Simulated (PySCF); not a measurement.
trimethylamine (C₃H₉N), SMILES CN(C)C. Atoms are numbered in the order given.

```xyz
13

C      1.2021    -0.6940    -0.0562
N      0.0000     0.0000     0.3511
C     -1.2021    -0.6940    -0.0562
C      0.0000     1.3881    -0.0562
H      1.3185    -0.7612    -1.1646
H      1.2008    -1.7217     0.3411
H      2.0914    -0.1791     0.3411
H     -1.3185    -0.7612    -1.1646
H     -2.0914    -0.1791     0.3411
H     -1.2008    -1.7217     0.3411
H      0.0000     1.5224    -1.1646
H     -0.8906     1.9008     0.3411
H      0.8906     1.9008     0.3411
```

Geometry optimised at B3LYP-D3(BJ)/def2-SVP.

All values below come from TDDFT-PBE/def2-SVPD (PySCF).

Vertical excitations; the highest root listed may be one member of a degenerate set. The molecule is in vacuum. State labels are in the subgroup Cs.

Estimate the UV-visible absorptions. (An estimate is asked for; the answer gives what the named calculation found.)


```tsv
state	symmetry	energy (eV)	λ (nm)	f	main pairs
S1	A'	4.86	255	0.026	HOMO→LUMO 100 %
S2	A"	5.81	213	0.006	HOMO→LUMO+2 (degenerate set)
S3	A'	5.81	213	0.006	HOMO→LUMO+1 (degenerate set)
S4	A'	6.77	183	0.016	HOMO→LUMO+5 (degenerate set)
S5	A"	6.77	183	0.016	HOMO→LUMO+6 (degenerate set)
S6	A'	6.82	182	0.021	HOMO→LUMO+3 78 %, HOMO→LUMO+4 21 %
S7	A'	6.88	180	0.116	HOMO→LUMO+4 78 %, HOMO→LUMO+3 20 %
S8	A"	7.72	161	0.056	HOMO→LUMO+7 (degenerate set)
S9	A'	7.72	161	0.056	HOMO→LUMO+8 (degenerate set)
S10	A'	7.92	157	0.001	HOMO→LUMO+9 99 %
T1	A'	4.71	263	0	HOMO→LUMO 100 %
T2	A'	5.72	217	0	HOMO→LUMO+1 (degenerate set)
T3	A"	5.72	217	0	HOMO→LUMO+2 (degenerate set)
T4	A'	6.42	193	0	HOMO→LUMO+3 99 %
```
Triplets are in the Tamm–Dancoff approximation, which puts them higher than full response would, so one can lie above its singlet here.
